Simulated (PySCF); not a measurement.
Species: C6H7 (doublet state).
Z-matrix (Å and degrees, GFN2-xTB geometry), rows numbered from 1:
```
C 
C   1  1.3222
C   2  1.4768  1  136.86
C   3  1.3991  2   90.01  1   179.97
C   4  1.4007  3   93.60  2    -0.01
C   5  1.4716  2  133.96  1     0.05
H   1  1.0770  2  121.57  3  -179.97
H   1  1.0769  2  121.58  3     0.03
H   3  1.0697  2  134.31  1    -0.04
H   4  1.0752  3  133.33  2  -179.98
H   6  1.0881  5  110.70  2  -179.92
H   6  1.0928  5  110.57  2    59.20
H   6  1.0927  5  110.54  2   -59.08
```

The species is `C=C1C=C[C]1C` [radical].

Method used: PySCF 2.14.0, UKS B3LYP, pcH-1 on C H, non-relativistic, mean-field spin-orbit, GIAO. Isolated species at its GFN2-xTB geometry, gas phase. The geometry wasn't refined by DFT: couplings that depend on bond lengths, twists or pyramidal angles can differ widely from those at the functional's own minimum. Stability of the SCF solution: not tested. ⟨S²⟩ is 0.776 where a pure state has 0.75.

Q: What is the g tensor, term by term?

A: 
| Δg (ppm) | 1 | 2 | 3 |
| --- | --- | --- | --- |
| relativistic mass correction | -144 | -144 | -144 |
| gauge correction | -1 | 30 | 25 |
| orbital Zeeman/spin–orbit | -22 | 574 | 656 |
| total | -167 | 461 | 537 |

So g = 2.00215, 2.00278, 2.00286 and g_iso = 2.00260; the tensor is close to axial: the two nearest values differ by 11 % of g3 − g1. 

Q: What are the electron Larmor frequencies g μB B/h along the three axes at 340 mT?

A: 9.5277, 9.5307, 9.5310 GHz for g1, g2 and g3, a range of 3.3 MHz.

Q: What effective moment and Curie constant follow for a powder?

A: With the mean of g² = 4.0104 and S(S+1) = 0.75: μ_eff = √(⟨g²⟩S(S+1)) = 1.734 μB and χT = 0.12505·⟨g²⟩·S(S+1) = 0.376 cm³ K/mol (cgs; spin-Hamiltonian part alone).

Q: In a frozen sample, at which fields do the three g values resonate at 9.5, 34, 94 and 263 GHz (hyperfine left aside), and which band first spreads them over more than twice a line width of 0.5 mT?

A: 
```json
{"band": "X", "GHz": "9.5", "B(g3) mT": "338.89", "B(g2) mT": "338.91", "B(g1) mT": "339.01", "spread mT": "0.12"}
{"band": "Q", "GHz": "34.0", "B(g3) mT": "1212.88", "B(g2) mT": "1212.93", "B(g1) mT": "1213.31", "spread mT": "0.43"}
{"band": "W", "GHz": "94.0", "B(g3) mT": "3353.25", "B(g2) mT": "3353.38", "B(g1) mT": "3354.43", "spread mT": "1.18"}
{"band": "J", "GHz": "263.0", "B(g3) mT": "9381.98", "B(g2) mT": "9382.33", "B(g1) mT": "9385.28", "spread mT": "3.30"}
```

The spread grows in proportion to the frequency. W band is the first where it exceeds 1.0 mT.

Largest spin populations (Mulliken): C3 (+0.69), C5 (+0.64), C4 (-0.25) and C2 (-0.12). The angles at C3 add up to 360.0°, so it is planar; its axial dipolar tensor and the negative coupling of its proton fit spin in a p orbital normal to that plane.

The HOMO–LUMO gaps are 4.20 eV among the α and 4.82 eV among the β orbitals.

On x86-64 server, one thread, shared host, this took 22 s of wall time.
